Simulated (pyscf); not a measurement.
Optimised with ωB97X-D3(BJ)/def2-SVP in PySCF. Correlated levels are frozen-core, on RHF or UHF. ΔMP2 is the change of the MP2 total energy from the triple- to the quadruple-zeta basis.

Task: F–GeH₂–F + water (H₂O) → hydrogen fluoride (HF) + HO–GeH₂–F
Surface: singlet. Broken: F–Ge, H–O. Formed: F–H, Ge–O. Give ΔE‡ and ΔE from CCSD(T)/def2-TZVPP + ΔMP2(QZVPP), relative to the separated reactants.

Result: ΔE‡ = 0.59 eV, ΔE = +0.26 eV. Zero-point energy shifts the barrier by +0.03 eV. It is a four-centre exchange, with an imaginary mode of 558i cm⁻¹. On the reactant side the descent ends in a complex, 0.26 eV under the separated species and 0.75 eV under the saddle at ωB97X-D3(BJ)/def2-TZVP. On the product side the descent ends in a bound adduct, 0.37 eV under the separated species and 0.56 eV under the saddle at ωB97X-D3(BJ)/def2-TZVP. At ωB97X-D3(BJ) the barrier from the zero used here is 0.49 eV. One saddle was located; it need not be the lowest between these sides. The CCSD(T) − MP2 part came from Ansatz, without density fitting, on the same reference. The frozen core leaves the outer d or s,p core shells of the metals and heavy elements correlated in the MP2 and CC values, and def2-TZVPP describes them poorly, which can shift differences by a few kcal/mol. Elements up to Kr have no core potential and no relativistic terms here.
